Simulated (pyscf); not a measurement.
H₃C–NH–CH₃ + methyl (CH₃•) -> ethane (H₃C–CH₃) + H₃C–NH•, a substitution at C (doublet surface; C–N broken, C–C formed). Single points on ωB97X-D3(BJ)/def2-SVP structures (PySCF, gas phase). Energies in eV from the separated reactants.

AM1 to PM7: differences of heats of formation from MOPAC. Open shells are spin-unrestricted. 

Quick PM6 single points give ΔE‡ = 1.95 eV and ΔE = -0.33 eV. What does ωB97M-D3(BJ)/def2-TZVP give, and how far is the quick result from it?

ωB97M-D3(BJ)/def2-TZVP gives ΔE‡ = 1.96 eV and ΔE = -0.45 eV. PM6 lies 0.01 eV under it in the barrier and 0.12 eV over it in the reaction energy, so on this step it holds to within 0.13 eV. ωB97M-D3(BJ)/def2-TZVP has limits of its own. From the product side, H₂C=NH + H• + H₃C–CH₃ lies, by one bond made or cut, 0.85 eV under this saddle at ωB97M-D3(BJ). H₃C–NH–CH₃ lies 0.34 eV over its isomer H₃C–CH₂–NH₂ (electronic energy, ωB97M-D3(BJ)). H₃C–NH• lies 0.32 eV over its isomer •H₂C–NH₂ (electronic energy, ωB97M-D3(BJ)). This is the saddle that the search found; another between the same sides may lie lower. The angle at the attacked C is 178°.
